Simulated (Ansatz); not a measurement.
Frontier orbitals of `B[SiH2]F`.

```csv
atom,x (Å),y (Å),z (Å)
B1,1.1609,0.0448,-0.3158
Si2,-0.7671,-0.0286,0.2107
F3,-1.1229,0.8873,1.4817
H4,1.9839,0.7033,0.2454
H5,1.5145,-0.6111,-1.2527
H6,-1.1493,-1.4279,0.5516
H7,-1.6200,0.4322,-0.9210
```

The species carries charge 0 and has multiplicity 1. The structure was optimised at the PBE0-D4/def2-TZVP level. Basis def2-TZVPP, Ansatz 0.2.0.

```tsv
functional	HOMO (eV)	LUMO (eV)	gap (eV)
PBE	-7.22	-3.71	3.51
revPBE	-7.19	-3.60	3.59
B97M-V	-7.62	-3.53	4.09
PBE0	-8.52	-2.70	5.82
B3LYP	-8.34	-2.91	5.43
r2SCANh	-7.99	-3.02	4.97
r2SCAN0	-8.71	-2.50	6.21
HSE06 (plane-wave form)	-8.12	-3.09	5.03
CAM-B3LYP	-9.92	-1.56	8.36
ωB97X-V	-10.92	-0.45	10.47
ωB97M-V	-10.71	-0.71	10.00
HF	-11.63	0.85	12.48
```

**Question.** What is the vertical ionisation energy at frozen-core CCSD(T)/CBS(def2)? (An estimate is asked.)

**Answer.** Ansatz gave: 11.21 eV (T1 of the cation 0.021).

A quarter of exact exchange (PBE0) shifts PBE's HOMO by −1.30 eV and its LUMO by +1.01 eV; full exchange at long range (ωB97M-V) shifts them by −3.48 and +3.00 eV. The gap opens from 3.51 to 10.00 eV, since occupied levels lose self-interaction and empty ones feel all the electrons. −ε(HOMO) differs from that ionisation energy by −3.98 eV with PBE and −0.50 eV with ωB97M-V.

B3LYP here is the variant with VWN-RPA as its local correlation; programs differ in this.
